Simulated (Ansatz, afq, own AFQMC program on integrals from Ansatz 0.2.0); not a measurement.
**Atomization energy of CH3Al, singlet, worked out**

```xyz
5

Al   -0.0229    0.0000    0.5849
C     0.0451    0.0000   -1.1957
H     0.1606    0.0000    2.1470
H    -0.0423    0.9125   -1.7784
H    -0.0423   -0.9125   -1.7784
```

Connectivity, by distances: AlH–CH2.

Basis cc-pVDZ. Only valence electrons are correlated. Ansatz 0.2.0 and our own AFQMC program on the same integrals; the CISD trial comes from CCSD amplitudes, and released means the phaseless constraint is let go. ± is one standard error of the sampling.

Total energies in eV. CBS is CCSD(T) at the limit of def2-TZVPP/QZVPP (extrapolated itself); the highest rung of each member is named.

Cautions: CH₃Al (singlet): higher spins were not checked, restricted determinant unstable towards unrestricted (UHF 93 meV lower, ⟨S²⟩ 0.39).

```
        member  count  CCSD(T)/cc-pVDZ  highest rung in cc-pVDZ     which  CCSD(T)/CBS
  Al (doublet)     +1       -6583.0131               -6583.0229       FCI   -6583.4221
   C (triplet)     +1       -1027.5122               -1027.5214       FCI   -1028.3149
   H (doublet)     +3         -13.5861                 -13.5861       FCI     -13.6059
CH₃Al, singlet     -1       -7664.6406               -7664.6886  CCSDT(Q)   -7667.3205
```

Work out the best estimate of the atomization energy: the CCSD(T)/CBS difference plus the step from CCSD(T) to the highest rung.

Sums with the counts: CCSD(T)/CBS 14.7658 eV, highest rung 13.3860 eV, CCSD(T)/cc-pVDZ 13.3570 eV. The step is 13.3860 − 13.3570 = 0.0290 eV, so the best estimate is 14.7658 + (0.0290) = 14.7948 eV. The basis set is worth 1.409 eV of it. Zero-point, core-correlation and spin–orbit terms aren't in it. Past Ne the Hartree–Fock part of each CBS total tends to overshoot, since the cores don't follow the formula; that largely cancels in the difference.

Best estimates are given only where the step beyond CCSD(T) is under 0.3 eV and no member's determinant is very poor (T1 over 0.05, or 0.07 for open shells, ⟨S²⟩ too high by 0.3, two states mixed), so the hardest cases are missing from such tables.

CCSDT and higher add their correlation energy to the determinant of the CCSD(T) run, since their own runs factorise the integrals more tightly (a shift of under 2 meV). Each member of a difference takes its own highest rung, so a best estimate needn't equal the limit plus the step of one row.
